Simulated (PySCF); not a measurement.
# How the functional moves excitation energies

Species: C2H4Cl2.
SMILES: `CC(Cl)Cl`

Linear-response calculations in the def2-SVPD basis (PySCF; singlets by full response, triplets Tamm–Dancoff, core orbitals frozen in the response; HF means time-dependent Hartree–Fock). 'Strongest' is the level of largest summed f among the singlets computed (10 roots, of which the last may lack a degenerate partner); it can jump between rows when another state enters that window. S1 is the lowest singlet of each run and needn't be the same state throughout; f(S1) is that of one state. Isolated species at its PBE0-D3(BJ)/def2-SVP geometry, gas phase.

| functional | kind | S1 (eV) | f(S1) | strongest (eV) | T1 (eV) | HOMO (eV) | gap (eV) | ionisation energy, ΔSCF (eV) |
| --- | --- | --- | --- | --- | --- | --- | --- | --- |
| LDA | LDA | 6.28 | 0.001 | 7.37 | 5.89 | -7.45 | 6.08 | 10.81 |
| PBE | GGA | 6.31 | 0.000 | 7.35 | 5.84 | -7.36 | 6.13 | 10.66 |
| B3LYP | global hybrid, 20% exact exchange | 6.79 | 0.000 | 7.93 | 6.17 | -8.47 | 8.02 | 10.92 |
| PBE0 | global hybrid, 25% exact exchange | 6.94 | 0.000 | 8.23 | 6.27 | -8.76 | 8.57 | 10.98 |
| BHandHLYP | global hybrid, 50% exact exchange | 7.34 | 0.000 | 8.72 | 6.58 | -10.01 | 10.81 | 11.23 |
| CAM-B3LYP | range-separated hybrid | 7.07 | 0.000 | 8.43 | 6.37 | -10.13 | 11.00 | 11.23 |
| wB97X-D | range-separated hybrid | 7.10 | 0.000 | 9.09 | 6.46 | -10.63 | 12.24 | 11.19 |
| LC-wPBE | range-separated hybrid | 7.32 | 0.000 | 9.14 | 6.54 | -11.58 | 13.64 | 11.55 |
| HF | Hartree–Fock | 8.05 | 0.011 | 10.55 | 7.08 | -12.04 | 14.69 | not settled |

S1 runs from 6.28 eV (LDA) to 8.05 eV (HF), a spread of 1.77 eV, while the orbital gap spreads over 8.6 eV. Along PBE (0%), B3LYP (20%), PBE0 (25%), BHandHLYP (50%), HF (100%) S1 rises with the share of exact exchange. −ε(HOMO) comes closest to its own ΔSCF ionisation energy with LC-wPBE (+0.03 eV) and misses most with LDA (-3.36 eV). 'Not settled' means that the ion's SCF failed to converge or may have ended in another state than the lowest.
